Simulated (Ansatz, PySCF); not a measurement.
Molecule: cyclopropene, C₃H₄ (charge 0, singlet). 
Coordinates optimised at B3LYP-D3(BJ)/def2-TZVP (Ansatz, a quantum-chemistry and plane-wave program):
```
C
H 1 1.0889
H 1 1.0889 2 113.66
C 1 1.5050 2 119.64 3 150.54
C 4 1.2868 1 64.69 2 105.61
H 5 1.0750 4 149.73 1 180.00
H 4 1.0750 5 149.73 6 0.00
```
Charge 0, spin multiplicity 1.


Quantity: enthalpy of formation at 298 K (from the atomisation energy, B3LYP-D3(BJ)/def2-TZVP harmonic zero-point and thermal terms from PySCF, and the atoms' enthalpies of formation in the G2/97 table; no spin-orbit terms, and no core term in the frozen-core levels), in kcal/mol. Cores are frozen in the correlated levels unless marked. UHF or UKS for open shells. No spin-orbit coupling. No relativistic terms. The coupled-cluster limit lacks core correlation, which all-electron functionals hold. CBS marks a two-point X^-3 extrapolation of the correlation energy; Hartree-Fock from the larger set. The bracket is a focal-point correction in the basis named.

```csv
level,program,enthalpy of formation at 298 K (kcal/mol)
PBE/def2-TZVPD,Ansatz,48.4
BP86/def2-TZVPD,PySCF,45.5
BHLYP/def2-TZVPD,Ansatz,92.2
HSE06-D4/def2-TZVPD,Ansatz + dftd4,59.2
HSE06/def2-TZVPD,Ansatz,60.7
CAM-B3LYP-D3(BJ)/def2-TZVPD,Ansatz + dftd3,66.7
B2GP-PLYP-D4/def2-TZVPD,Ansatz + dftd4,76.7
RI-MP2/cc-pVTZ,Ansatz,73.6
CCSD/6-31G*,Ansatz,132.1
"RI-MP2/CBS(aug-cc-pVTZ,aug-cc-pVQZ)+[CCSD(T)-MP2]/aug-cc-pVTZ",Ansatz,69.7
```
